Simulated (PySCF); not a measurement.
Compound: 1-chloro-3-methoxypropane, C4H9ClO.
Bonds: C1–O2, O2–C3, C3–C4, C4–C5, C5–Cl6. Hydrogens: H7, H8, H9 on C1; H10, H11 on C3; H12, H13 on C4; H14, H15 on C5.

The same species was optimised twice, with GFN2-xTB and with PBE0-D3(BJ)/def2-SVP (PySCF), and the same property calculations (PySCF, gas phase) were run on both structures.

```tsv
coordinate	GFN2-xTB	PBE0-D3(BJ)/def2-SVP	change
C3–C4 (Å)	1.525	1.513	-0.012
O2–C3 (Å)	1.410	1.398	-0.012
C5–Cl6 (Å)	1.784	1.795	+0.011
C1–O2 (Å)	1.403	1.392	-0.011
C4–C5 (Å)	1.519	1.514	-0.005
C3–C4–C5 (°)	111.7	113.3	+1.6
C4–C5–Cl6 (°)	110.8	112.0	+1.2
C1–O2–C3 (°)	113.0	113.6	+0.6
O2–C3–C4 (°)	108.6	108.5	-0.1
C1–O2–C3–C4 (°)	177	174	-3
O2–C3–C4–C5 (°)	-66	-60	+6
C3–C4–C5–Cl6 (°)	-69	-65	+4
```

Rotational constants: A = 5582, B = 1329, C = 1208 MHz (GFN2-xTB) against A = 5152, B = 1414, C = 1252 MHz (PBE0-D3(BJ)/def2-SVP). Point groups within 0.08 Å: C1 and C1.

On the GFN2-xTB structure: isotropic polarisability (au) 70.1 [B3LYP/def2-SVPD]; HOMO (eV) -7.36 [B3LYP/def2-SVPD]; LUMO (eV) 0.42 [B3LYP/def2-SVPD]; dipole (D) 1.80 [B3LYP/def2-SVPD]; HOMO (eV) -7.49 [PBE0/pcSseg-1]; LUMO (eV) 1.19 [PBE0/pcSseg-1]; dipole (D) 1.87 [PBE0/pcSseg-1]; GIAO shielding of C1 (ppm) 125.4 [PBE0/pcSseg-1]; GIAO shielding of O2 (ppm) 315.2 [PBE0/pcSseg-1]; GIAO shielding of C3 (ppm) 115.9 [PBE0/pcSseg-1]; GIAO shielding of C4 (ppm) 148.9 [PBE0/pcSseg-1]; GIAO shielding of C5 (ppm) 139.7 [PBE0/pcSseg-1]; GIAO shielding of Cl6 (ppm) 884.7 [PBE0/pcSseg-1].

Q: What do these properties become on the PBE0-D3(BJ)/def2-SVP structure?

A: 
```
                                    property            level  on GFN2-xTB  on PBE0-D3(BJ)/def2-SVP  change
               isotropic polarisability (au)  B3LYP/def2-SVPD         70.1                     70.7    +0.6
                                   HOMO (eV)  B3LYP/def2-SVPD        -7.36                    -7.39   -0.03
                                   LUMO (eV)  B3LYP/def2-SVPD         0.42                     0.37   -0.05
                                  dipole (D)  B3LYP/def2-SVPD         1.80                     1.86   +0.06
energy, GFN2-xTB geometry as zero (kcal/mol)  B3LYP/def2-SVPD          0.0                     -0.4    -0.4
                                   HOMO (eV)    PBE0/pcSseg-1        -7.49                    -7.51   -0.02
                                   LUMO (eV)    PBE0/pcSseg-1         1.19                     1.13   -0.06
                                  dipole (D)    PBE0/pcSseg-1         1.87                     1.92   +0.05
energy, GFN2-xTB geometry as zero (kcal/mol)    PBE0/pcSseg-1          0.0                     -0.3    -0.3
                  GIAO shielding of C1 (ppm)    PBE0/pcSseg-1        125.4                    125.1    -0.3
                  GIAO shielding of O2 (ppm)    PBE0/pcSseg-1        315.2                    317.8    +2.6
                  GIAO shielding of C3 (ppm)    PBE0/pcSseg-1        115.9                    117.0    +1.1
                  GIAO shielding of C4 (ppm)    PBE0/pcSseg-1        148.9                    149.4    +0.5
                  GIAO shielding of C5 (ppm)    PBE0/pcSseg-1        139.7                    137.7    -2.0
                 GIAO shielding of Cl6 (ppm)    PBE0/pcSseg-1        884.7                    887.6    +2.9
```

The heavy atoms differ by 0.080 Å rms after alignment. Among bonds between heavy atoms C1–O2, O2–C3, C3–C4 and C5–Cl6 change most and about equally (-0.012 to +0.011 Å). Changes are differences of the printed values. Neither structure is proved a minimum here.

Conformer computed: `[CH3:1][O:2][CH2:3][CH2:4][CH2:5][Cl:6]`: C1–O2–C3–C4 174°, O2–C3–C4–C5 -60°, C3–C4–C5–Cl6 -65°.
